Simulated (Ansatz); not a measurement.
## Ansatz (development build ahead of 0.2.0) run

```yaml
crystal:
  periodic: [false, false, false]
  atoms:
    - { symbol: C, position_ang: [-1.19958, -0.01113, -3.0e-05] }
    - { symbol: "N", position_ang: [1.40071, 0.12986, 2.0e-05] }
    - { symbol: H, position_ang: [-1.42666, -0.51293, 0.93306] }
    - { symbol: H, position_ang: [-1.41991, -0.59138, -0.88814] }
    - { symbol: H, position_ang: [-1.52024, 1.02281, -0.04578] }
    - { symbol: H, position_ang: [0.18893, 0.1269, 0.001] }
    - { symbol: H, position_ang: [1.57034, -0.88767, -5.0e-05] }
basis:
  gaussian: { orbitals: pcseg-2 }
magnetization:
  spin_polarized: true
  initial_magnetization: 2
hamiltonian:
  xc: pbe
```

The input is written out in the form of the current development build from the run's settings.

The run gave:

```json
{
  "Converged": "yes",
  "Total energy": "-95.61976 hartree",
  "Spin squared of the determinant": "2.007",
  "Stability test": "minimum"
}
```

Caution: other spin multiplicities may lie lower.
